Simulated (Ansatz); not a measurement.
Computed with Ansatz on PBE0-D4/def2-TZVP structures; ΔE is electronic, products minus reactants. CCSD(T)/CBS adds triple-zeta CCSD(T) − MP2 to the extrapolated MP2 energy (def2 sets, frozen cores). This one scheme is used for every species. Functionals use def2-TZVPP. Each species was taken in one conformer, which may not be the lowest.

Consider the substitution at a C–F bond: `FCCF` + CH₃OH → `COCCF` + H–F.

```csv
species,PBE0 energy (Eh)
`FCCF`,-278.12542
CH₃OH,-115.63988
`COCCF`,-293.37375
H–F,-100.39405
```

(1) Work out ΔE.

(2) What do rigid-rotor, harmonic-oscillator terms from PBE0-D4/def2-TZVP frequencies (298.15 K, 1 bar) make of the CCSD(T)/CBS value? (Estimate.)

Largest T1 diagnostic among the species: 0.011.

Results:

(1) ΔE = (-293.37375) + (-100.39405) − (-278.12542) − (-115.63988) = -0.00250 Eh = -6.6 kJ/mol. CCSD(T)/CBS gives -16.6 kJ/mol.

(2) Computed: ΔZPE = -4.3 kJ/mol, ΔH = -18.9 kJ/mol, ΔS = -19 J/(mol·K), ΔG = -13.1 kJ/mol.

Leaving LDA and LC-ωPBE aside and taking each functional with its dispersion term where it has one, the values, not all of them listed here, spread over 7.0 kJ/mol, from revPBE-D4 to B97M-V. LDA lies −12.1 kJ/mol from PBE without D4. The D4 term adds −8.0 kJ/mol with B3LYP and −4.5 kJ/mol with PBE0; it sums over pairs of atoms, weighted by their polarisabilities, and B3LYP, whose exchange is more repulsive, gets the larger term. From BLYP to BHLYP (50 % exact exchange), in def2-TZVPP and without D4, ΔE moves by −4.4 kJ/mol.

B3LYP here is the variant with VWN-RPA as its local correlation; programs differ in this.
